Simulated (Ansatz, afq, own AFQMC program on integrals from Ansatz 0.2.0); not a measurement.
# C, triplet in def2-TZVPP, levels against full CI

A free C atom.

Basis def2-TZVPP. Only valence electrons are correlated. Integrals, coupled cluster, full CI and functionals: Ansatz 0.2.0; the random walks run on the same integrals in our own AFQMC program. The CISD trial takes its coefficients from CCSD amplitudes. Released means that phaseless walkers are propagated on without the constraint, phases kept. Free AFQMC starts from the CCSD state and is never constrained. Its projection time is finite, and what remains of the start isn't in its error. Error bars are statistical, one sigma.

Determinant: UHF, the one that the program's search chose, which needn't be the lowest solution.

Full CI on the same integrals is exact in this basis and with this determinant's frozen core.

Cautions: the released energies have errors that jump between times, so the bars are unsure, so no released level is given (meV from the phaseless value at times in 1/Eh: -1.0 ± 0.8 at 0.24, -15 ± 13 at 0.50, -4.5 ± 0.5 at 1.00, -2.5 ± 1.1 at 1.50); the ph-AFQMC/HF walk drifts between its halves (2.1 errors).

The T1 diagnostic is 0.0089. The weight of the determinant in the CISD state is 0.949 and the ⟨S²⟩ of the determinant is 2.010. The size of the correlated space is 4 electrons in 30 orbitals.

| level | correlation energy (eV) |
| --- | --- |
| MP2 | -1.7989 |
| CCSD | -2.3543 |
| CCSD(T) | -2.4096 |

Q: Estimate where phaseless AFQMC with a CISD trial lies against CCSD(T) on the same integrals.

A: 8.8 ± 1.8 meV below CCSD(T).

Reference: full CI, correlation energy -2.424 eV.

```csv
level,E − E(reference) (meV),share of correlation (%)
CCSD(T),14.2,99.42
CCSDT,1.1,99.95
CCSDT(Q),0.2,99.99
ph-AFQMC/HF,138.8 ± 9.3,94.27
ph-AFQMC/CISD,5.4 ± 1.8,99.78
free AFQMC,1.0 ± 0.7,99.96
```

CCSDT and higher add their correlation energy to the determinant of the CCSD(T) run, since their own runs factorise the integrals more tightly (a shift of under 2 meV). Free projections are given only where their last times agree within the noise and don't stop above the reference; a slow remainder of the start can still hide under it. A walk keeps the symmetry of its determinant, which the program's search chose and which needn't be the lowest solution, so a lower state of the same spin and another symmetry isn't excluded.
